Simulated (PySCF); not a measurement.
Species: 3-fluoropropan-1-amine, C3H8FN.
Geometry (PBE0-D3(BJ)/def2-SVP, Å), atoms numbered from 1 in this order:
```xyz
13
C3H8FN angstrom
N      1.570   -0.798    0.034
C      0.843    0.269   -0.627
C     -0.390    0.665    0.175
C     -1.387   -0.462    0.301
F     -1.865   -0.803   -0.947
H      2.260   -1.209   -0.588
H      2.082   -0.439    0.838
H      0.500   -0.102   -1.606
H      1.447    1.178   -0.831
H     -0.879    1.533   -0.298
H     -0.095    0.985    1.191
H     -2.245   -0.169    0.930
H     -0.898   -1.349    0.736
```

Level: B3LYP/def2-SVPD in PySCF, non-relativistic, on one gas-phase PBE0-D3(BJ)/def2-SVP geometry that isn't relaxed in the solvent. The solvent is an IEF-PCM continuum (cavity from Bondi-type radii × 1.2). Specific hydrogen bonds and non-electrostatic terms are outside this model.

Gas phase at B3LYP/def2-SVPD: HOMO -6.85 eV, LUMO 0.34 eV, dipole 2.55 D.

Task: What does the continuum do to the energy, the frontier levels and the dipole at B3LYP/def2-SVPD in cyclohexane and water?

Result: 
```json
{"solvent": "cyclohexane", "ε": "2.017", "E(solvent) − E(gas) (kcal/mol)": "-2.00", "polarisation term (kcal/mol)": "-2.12", "distortion of the solute (kcal/mol)": "0.12", "HOMO (eV)": "-6.77", "LUMO (eV)": "0.48", "dipole (D)": "2.82"}
{"solvent": "water", "ε": "78.36", "E(solvent) − E(gas) (kcal/mol)": "-5.28", "polarisation term (kcal/mol)": "-6.26", "distortion of the solute (kcal/mol)": "0.98", "HOMO (eV)": "-6.73", "LUMO (eV)": "0.60", "dipole (D)": "3.31"}
```

Polarisation term: ½ Σ q·V over the induced surface charges. Distortion: the rise of the solute's own energy as its density leaves the gas-phase optimum. The atom shares or the degeneracy of the LUMO differ from the gas phase in water, so that column needn't follow one orbital. From cyclohexane to water the lowering changes by a factor 2.65, Onsager's factor (ε − 1)/(2ε + 1) by 2.43 and ε itself by 38.9.

Task: Which radius a makes the point-dipole formula ΔE = −[(ε − 1)/(2ε + 1)]·μ²/a³ give the value in water, with the gas-phase dipole?

Result: μ = 1.004 au and |ΔE| = 0.00842 Eh give a = 2.06 Å; the farthest nucleus lies 2.53 Å from the centroid of the nuclei, so such a sphere wouldn't even hold the nuclei. The formula assumes a rigid point dipole at the centre of a sphere.

Task: Give the dipole vector in the frame of the coordinates (D, pointing from negative to positive charge), gas and water.

Result: Gas (1.85, 1.32, 1.16), solvent (2.29, 1.85, 1.51). Its length changes by +30 % and its direction by 3°.

Task: How does the static polarisability (B3LYP/def2-SVPD, frozen core, with the continuum's full static response) change?

Result: 
```
     medium  isotropic (au)  principal values (au)  ⟨r²⟩ of the electrons (bohr²)
        gas            49.5       46.6, 48.5, 53.4                          494.5
cyclohexane            54.8       51.8, 54.3, 58.4                          494.2
      water            65.2       62.6, 66.4, 66.6                          493.7
```

The isotropic value in water is 1.32 times the gas-phase one; no cavity-field correction is applied. ⟨r²⟩ is taken about the centre of nuclear charge.

The run took about 30 s of CPU time (one thread, shared machine). This is the whole response run at B3LYP/def2-SVPD in water, SCF included.
